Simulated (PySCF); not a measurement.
Bonds (- single, = double, # triple, : aromatic): F1-C2 1.349 Å, C2-F3 1.356 Å, C2-C4 1.522 Å, C4-Cl5 1.777 Å. C2 carries H6; C4 carries H7, H8.

[PySCF 2.14: coordinates at the GFN2-xTB level; GIAO PBE0/pcSseg-1 shieldings; isolated molecule; equivalent nuclei averaged; one computed conformer; relativity neglected]

List the cross peaks expected in HSQC, COSY and HMBC spectra.

## Answers



HSQC (one-bond C–H):
| δH | δC |
| --- | --- |
| 6.13 (H6) | 123.1 (C2) |
| 3.76 (H7/H8) | 51.0 (C4) |

COSY cross peaks (H two or three bonds apart, from the bond graph; peaks can be absent where the dihedral angle is near 90°):
| δH | δH |
| --- | --- |
| 6.13 (H6) | 3.76 (H7/H8) |

HMBC (two and three bonds, from the bond graph):
| δH | δC |
| --- | --- |
| 6.13 (H6) | 51.0 (C4) |
| 3.76 (H7/H8) | 123.1 (C2) |

References, each an isolated molecule treated in the same way: TMS for $^{1}$H (σref 31.72), $^{13}$C (σref 186.93).

Carbons that carry Cl, above all several Cl atoms, come out too deshielded, partly because spin–orbit coupling is missing. Shifts are as computed. Against solution values, carbons near 30 ppm lie about +3 ppm off and those near 130 ppm about +5 ppm; carbons on Cl a further +6 ppm. Of 1211 compounds with measured shifts, 218 miss one by over three times the rms of a fit or turn the order of signals round; such compounds aren't used in these exercises.
